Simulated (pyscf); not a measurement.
`[GeH3][AsH2]` + `[OH2]` -> `[OH][AsH][GeH3]` + `[H][H]` (four-centre exchange; singlet surface; As–H, H–O broken, As–O, H–H formed). PySCF, gas phase, ωB97X-D3(BJ)/def2-SVP geometries. Energies in kcal/mol from the separated reactants.

```json
[
 {"level": "r²SCAN/def2-TZVP", "barrier": "56.0", "reaction energy": "+12.4"},
 {"level": "B3LYP-D3(BJ)/def2-TZVP", "barrier": "57.2", "reaction energy": "+12.1"},
 {"level": "PBE0-D3(BJ)/def2-TZVP", "barrier": "57.2", "reaction energy": "+14.4"},
 {"level": "M06-2X/def2-TZVP", "barrier": "59.9", "reaction energy": "+11.3"},
 {"level": "ωB97M-D3(BJ)/def2-TZVP", "barrier": "60.0", "reaction energy": "+13.8"},
 {"level": "HF/def2-TZVP", "barrier": "81.6", "reaction energy": "+16.9"}
]
```

The functionals in the table span 4.0 kcal/mol in this barrier, from r²SCAN to ωB97M-D3(BJ). At the saddle there is also a short As–H contact that neither side keeps. This is the saddle that the search found; another between the same sides may lie lower. Elements up to Kr have no core potential and no relativistic terms here.
